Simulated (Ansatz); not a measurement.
```yaml
crystal:
  periodic: [false, false, false]
  atoms:
    - {symbol: Ge, position_ang: [-0.205744, -0.001689, 0.000043]}
    - {symbol: Be, position_ang: [1.974224, 0.016206, -0.000417]}
    - {symbol: H, position_ang: [-0.952336, 1.318030, 0.002296]}
    - {symbol: H, position_ang: [-0.935755, -0.672416, 1.147331]}
    - {symbol: H, position_ang: [-0.936270, -0.668798, -1.149030]}
basis:
  gaussian: {orbitals: def2-TZVP}
magnetization: {spin_polarized: true, initial_magnetization: 1}
hamiltonian: {xc: pbe0}
relax: {f_tol: 0.004, max_steps: 80}
```

```sh
$ ansatz run in.yaml --threads 1 --pin off --events-out ev --progress --plain --max-ram 2176MiB
```

Steps of the relaxation (energy above the last step; positions in Å, forces in eV/Å):

```
5
step 1, 148.1 meV
Ge   -0.206   -0.002    0.000   -0.656   -0.005    0.000
Be    1.974    0.016    0.000    0.367    0.003    0.000
H    -0.952    1.318    0.002    0.090    0.727    0.001
H    -0.936   -0.672    1.147    0.099   -0.363    0.629
H    -0.936   -0.669   -1.149    0.099   -0.361   -0.630
```

```
5
step 2, 11.5 meV
Ge   -0.318   -0.003    0.000   -0.221   -0.002    0.000
Be    1.901    0.016    0.000    0.188    0.002    0.000
H    -0.892    1.446    0.002    0.013   -0.260    0.000
H    -0.873   -0.736    1.258    0.010    0.131   -0.225
H    -0.874   -0.732   -1.260    0.010    0.130    0.226
```

```
5
step 3, 0.4 meV
Ge   -0.304   -0.002    0.000   -0.045    0.000    0.000
Be    1.941    0.016    0.000   -0.042    0.000    0.000
H    -0.909    1.420    0.002    0.029   -0.028    0.000
H    -0.892   -0.723    1.235    0.029    0.014   -0.025
H    -0.892   -0.719   -1.237    0.029    0.014    0.025
```

```
5
step 5, 0.0 meV
Ge   -0.307   -0.003    0.000    0.000    0.000    0.000
Be    1.932    0.016    0.000    0.000    0.000    0.000
H    -0.905    1.421    0.002    0.000    0.000    0.000
H    -0.888   -0.723    1.236    0.000    0.000    0.000
H    -0.888   -0.719   -1.238    0.000    0.000    0.000
```

Close pairs at the end: Ge1–H5 1.544 Å, Ge1–H4 1.544 Å, Ge1–H3 1.544 Å, Ge1–Be2 2.240 Å.

A stationary point of unrestricted PBE0 after 5 steps, with ⟨S²⟩ = 0.752 against 0.75 for a pure state; no frequencies were run, so it isn't proven a minimum. 18 s on 1 thread of Arm Neoverse V1, shared host.
